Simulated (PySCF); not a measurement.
**Molecular orbitals of NO**

M06-2X at R = 1.142 Å; PySCF, no relativity, basis sets N def2-TZVPPD, O def2-TZVPPD. State: ²Π (doublet), unpaired electrons π ↑. Only the outer orbitals are listed, counted within each symmetry.

```tsv
spin	orbital	occ.	ε (eV)	on N (%)	main shells (%)
α	3σ	1	-37.70	32	58 O s, 23 N s, 9 O p
α	4σ	1	-21.68	40	41 N s, 35 O s, 24 O p
α	1π	1	-17.41	35	64 O p, 34 N p
α	1π	1	-16.19	36	63 O p, 34 N p
α	5σ	1	-15.62	69	39 N p, 30 N s, 28 O p
α	2π	1	-7.90	65	64 N p, 34 O p
α	2π	0	-1.28	63	59 N p, 33 O p
α	6σ	0	1.53	72	76 N s, 60 O p
β	3σ	1	-36.95	32	58 O s, 22 N s, 10 O p
β	4σ	1	-20.49	35	35 N s, 35 O s, 30 O p
β	1π	1	-15.76	33	66 O p, 31 N p
β	1π	1	-14.97	32	67 O p, 30 N p
β	5σ	1	-14.77	74	38 N p, 36 N s, 24 O p
β	2π	0	-0.70	64	59 N p, 30 O p
β	2π	0	0.07	63	56 N p, 29 O p
β	6σ	0	1.49	77	80 N s, 40 O p
```

**Question.** Which are the highest filled and the lowest empty level, where do they sit, and how wide is the gap?

**Answer.** Highest filled α 2π at -7.90 eV (in %: 64 N p, 34 O p); lowest empty α 2π at -1.28 eV (in %: 59 N p, 33 O p); the gap at M06-2X is 6.62 eV. Both belong to one degenerate shell, split only by its one-sided filling, so this is no excitation gap.

* bond order (Mayer): 1.99
* ⟨S²⟩: 0.754
* charge on N (Mulliken, basis-dependent): 0.17
* charge on N (Löwdin, basis-dependent): 0.04
* dipole moment (positive dipole means N(−)O(+)): 0.11 D

The state was picked by a PBE0 search and need not be the measured ground state.
